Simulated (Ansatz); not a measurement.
Geometry optimisation, RHF/def2-SVP in Ansatz.

The input (input.yaml):

```yaml
crystal:
  periodic: [false, false, false]
  atoms:
    - { symbol: Al, position_ang: [0.0, 0.0, 0.0] }
    - { symbol: C, position_ang: [0.0, 0.0, 1.97] }
    - { symbol: H, position_ang: [-0.9996, -0.3092, 2.3405] }
    - { symbol: H, position_ang: [0.7676, -0.7111, 2.3405] }
    - { symbol: H, position_ang: [0.232, 1.0203, 2.3405] }
    - { symbol: Cl, position_ang: [1.9312, 0.0, -1.115] }
    - { symbol: H, position_ang: [-1.351, 0.0, -0.78] }
basis:
  gaussian: { orbitals: def2-SVP }
hamiltonian:
  xc: hf
relax:
  f_tol: 0.02
  max_steps: 40
```

Command:

```bash
$ ansatz run input.yaml --threads 1 --pin off --max-ram 2048MiB --backend cpu --events-out ev --progress --plain --runs-dir out
```

Q: Where does it end, and by what steps?

A: It converged. After 3 steps the energy has fallen by 0.141 eV; Cl6 moved furthest, 0.12 Å.

```tsv
step	energy less start (eV)	largest force component (eV/Å)	accepted
0	0.0000	1.375	yes
1	-0.1279	0.328	yes
2	-0.1410	0.047	yes
3	-0.1412	0.014	yes
```

```xyz
7
Properties=species:S:1:pos:R:3
Al -0.012 -0.004 0.001
C 0.011 -0.009 1.955
H -0.955 -0.303 2.375
H 0.775 -0.684 2.351
H 0.242 0.990 2.339
Cl 1.830 -0.001 -1.045
H -1.310 0.011 -0.882
```

Whether the end is a true minimum wasn't checked by a vibrational analysis.

Time of the run: 5.1 s on 1 thread of Arm Neoverse V1 (shared host), peak memory 0.12 GiB.
